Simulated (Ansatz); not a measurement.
Density of states of Rh (Fm-3m, a = 3.800 Å, b = 3.800 Å, c = 3.800 Å, α = 90.00°, β = 90.00°, γ = 90.00°), in states per eV and primitive cell, averaged over bins of 0.5 eV. The calculation used Ansatz, DFT r2SCAN, scalar-relativistic, plane waves, PAW.

Cutoff 500 eV; k points 18×18×18 on the computed 1-atom cell (Γ-centred); Gaussian smearing, width 0.10 eV; no spin polarisation.

The cell is relaxed at this level. The states (both spins) are summed by tetrahedra on a 27×27×27 mesh at the self-consistent density. Energies are bin centres; the table starts no lower than −8 eV and ends at 6 eV, or lower where the solved bands end.

It is a metal at this level.

```tsv
E − E_F (eV)	total	Rh 4d	Rh 5s
-7.80	0.04	0.00	0.04
-7.30	0.07	0.00	0.06
-6.80	0.10	0.01	0.09
-6.30	0.54	0.37	0.16
-5.80	1.51	1.22	0.28
-5.30	1.83	1.62	0.19
-4.80	1.19	1.10	0.07
-4.30	1.29	1.23	0.04
-3.80	1.24	1.17	0.06
-3.30	1.50	1.40	0.08
-2.80	2.17	2.04	0.10
-2.30	1.30	1.19	0.08
-1.80	1.27	1.19	0.06
-1.30	1.48	1.40	0.05
-0.80	1.21	1.15	0.04
-0.30	1.15	1.09	0.04
0.20	1.53	1.48	0.04
0.70	1.44	1.38	0.05
1.20	0.30	0.21	0.07
1.70	0.22	0.11	0.08
2.20	0.22	0.09	0.09
2.70	0.23	0.08	0.10
3.20	0.23	0.07	0.11
3.70	0.23	0.06	0.11
4.20	0.23	0.05	0.10
4.70	0.22	0.04	0.10
5.20	0.22	0.03	0.09
5.70	0.20	0.02	0.08
```

The columns after the total are the Löwdin projections on the occupied valence shells of the potentials. The rest of the total lies in shells that are empty in the free atom, which aren't projected, and between the atoms.